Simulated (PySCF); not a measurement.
Simulated outer-valence photoelectron spectrum of `CSCC=O`. Method used: EOM-IP-CCSD/aug-cc-pVDZ in PySCF, restricted Hartree–Fock reference, frozen core, non-relativistic, gas phase, PBE0-D3(BJ)/def2-SVP geometry.

Each root has a Gaussian of 0.8 eV full width with its one-hole share as area; cross sections and vibrations are left out, and the highest printed point is 100.

```csv
ionisation energy (eV),intensity
7.8,0
8.0,1
8.2,5
8.4,15
8.6,32
8.8,47
9.0,50
9.2,38
9.4,25
9.6,23
9.8,35
10.0,48
10.2,48
10.4,35
10.6,18
10.8,9
11.0,10
11.2,22
11.4,39
11.6,50
11.8,46
12.0,33
12.2,26
12.4,33
12.6,46
12.8,50
13.0,41
13.2,29
13.4,29
13.6,41
13.8,55
14.0,64
14.2,73
14.4,87
14.6,99
14.8,100
15.0,90
15.2,78
15.4,62
15.6,41
15.8,21
16.0,8
16.2,2
16.4,0
```

**Question.** Where are the maxima, and how many lines lie under the curve?

**Answer.** 5 maxima, at 8.9, 10.1, 11.6, 12.8 and 14.7 eV, from 8 lines. At this width some lines have no maximum of their own.

**Question.** List the lines with their holes.

**Answer.** 
```tsv
E (eV)	leading hole (HF orbital)	area	Koopmans (eV)
8.92	HOMO	0.96	9.67
10.11	HOMO-1	0.94	11.63
11.64	HOMO-2	0.95	12.59
12.76	HOMO-3	0.95	13.55
13.86	HOMO-4	0.94	14.76
14.52	HOMO-5	0.95	15.78
14.81	HOMO-6	0.94	16.18
15.34	HOMO-7	0.94	16.66
```

The widest gap, 1.53 eV, lies between 10.11 and 11.64 eV. Only orbitals with −ε under 21 eV, eight at most, were ionised, so the high end of the curve may lack lines.

Conformer computed: `[CH3:1][S:2][CH2:3][CH:4]=[O:5]`: C1–S2–C3–C4 72°, S2–C3–C4–O5 -100°.

One conformer stands for the species.
